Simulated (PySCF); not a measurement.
# CO2: the cost of one run

Programs: PySCF 2.14.0, with density-fitted response routines of our own. Each step states its level of theory. These are calculated values for one molecule in the gas phase, unless marked as measured. Atoms are numbered from 0 throughout.

## (1) Starting geometry

3 atoms, charge 0, multiplicity 1; geometry from: GFN2-xTB. The atoms were then displaced at random by about 0.01 Å, so the start is not that level's minimum.

Bonds of the start (Å): O0–C1 1.11, C1–O2 1.13.

## (2) Relaxing the molecule at PBE0-D3(BJ)/def2-SVP

What the job is given:

```
{"job": {"xc": "PBE0", "basis": "def2-SVP", "d3": "d3bj", "grid": 1, "shake": 0.01, "kind": "geom"}, "charge": 0, "multiplicity": 1}
O     -1.080810     0.338810    -0.001920
C     -0.001840     0.065260    -0.006350
O      1.088660    -0.227120    -0.010910
```

Run with:

```bash
$ OMP_NUM_THREADS=1 python probes_run.py task.json out
```

One launch serves the whole session: the jobs run in the order shown.

**Question.** How long does this first job take on 1 thread of Intel Xeon Platinum 8175M at 2.50GHz, shared host, and how much memory does it need?

About 4.2 s, with a peak of 0.26 GiB.
